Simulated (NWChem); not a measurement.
Isomers of C4H5N, each optimised at PBE0/def2-SVP with NWChem, gas phase unless a solvent is named. Flexible species stand in one conformer each, which need not be the lowest.  Relative energies count from the lowest isomer at each level and are electronic, without zero-point energy, on those geometries.

A: C(/C=N/C)#C
B: C(/C#N)=C\C
C: C1=CCN=C1
D: c1cc[nH]c1

### Question
Rank them by relative energy, LDA (Slater exchange, VWN5)/def2-TZVP (kcal/mol), lowest first.

### Answer
D (0.0), C (21.2), B (29.9), A (68.1)
